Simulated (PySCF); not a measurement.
Species: diacetylene, C4H2.
SMILES with atom numbers: `[CH:1]#[C:2][C:3]#[CH:4]` (hydrogens: H5 on C1; H6 on C4)

The same species was optimised twice, with GFN2-xTB and with PBE0-D3(BJ)/def2-SVP (PySCF), and the same property calculations (PySCF, gas phase) were run on both structures.

```csv
coordinate,GFN2-xTB,PBE0-D3(BJ)/def2-SVP,change
C4–H6 (Å),1.048,1.075,+0.027
C1–H5 (Å),1.048,1.075,+0.027
C2–C3 (Å),1.360,1.373,+0.013
C1≡C2 (Å),1.204,1.216,+0.012
C3≡C4 (Å),1.204,1.216,+0.012
C3–C4–H6 (°),179.7,179.9,+0.2
C1–C2–C3 (°),179.8,180.0,+0.2
C2–C3–C4 (°),179.8,180.0,+0.2
C2–C1–H5 (°),179.8,179.9,+0.1
```

Rotational constants: B = 4448 MHz (linear) (GFN2-xTB) against B = 4356 MHz (linear) (PBE0-D3(BJ)/def2-SVP). Point groups within 0.08 Å: D∞h and D∞h.

On the GFN2-xTB structure: HOMO (eV) -7.72 [PBE0/pcSseg-1]; LUMO (eV) -0.82 [PBE0/pcSseg-1]; GIAO shielding of C1/C4 (mean) (ppm) 116.6 [PBE0/pcSseg-1]; GIAO shielding of C2/C3 (mean) (ppm) 112.7 [PBE0/pcSseg-1].

What do these properties become on the PBE0-D3(BJ)/def2-SVP structure?

| property | level | on GFN2-xTB | on PBE0-D3(BJ)/def2-SVP | change |
| --- | --- | --- | --- | --- |
| HOMO (eV) | PBE0/pcSseg-1 | -7.72 | -7.69 | +0.03 |
| LUMO (eV) | PBE0/pcSseg-1 | -0.82 | -0.89 | -0.07 |
| energy, GFN2-xTB geometry as zero (kcal/mol) | PBE0/pcSseg-1 | 0.0 | -0.1 | -0.1 |
| GIAO shielding of C1/C4 (mean) (ppm) | PBE0/pcSseg-1 | 116.6 | 115.4 | -1.2 |
| GIAO shielding of C2/C3 (mean) (ppm) | PBE0/pcSseg-1 | 112.7 | 111.8 | -0.9 |

The heavy atoms differ by 0.014 Å rms after alignment. Among all bonds C1–H5 and C4–H6 change most and about equally (+0.027 Å). Changes are differences of the printed values. Neither structure is proved a minimum here.
